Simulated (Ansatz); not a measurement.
CH2OS, SMILES `OC=S`. Total charge 0; spin multiplicity 1.

Cartesian coordinates in Å:
```
O 0.4710 -0.3378 -0.8235
C -0.0303 0.0619 0.3438
S 0.7299 -0.1055 1.7477
H -0.1505 -0.1406 -1.5348
H -1.0201 0.5220 0.2669
```

Q: Give the diagnostics of a CCSD(T)/def2-TZVPP run (frozen core, the Gaussian-basis code of Ansatz). (An estimate is asked.)

A: The calculation gave: T1 = 0.0176, largest single amplitude 0.045, largest double 0.105, (T) share of the correlation energy 4.6 %, 10 CCSD cycles. The RHF solution is stable towards an unrestricted one. T1 lies under the customary mark of 0.02 for closed shells.
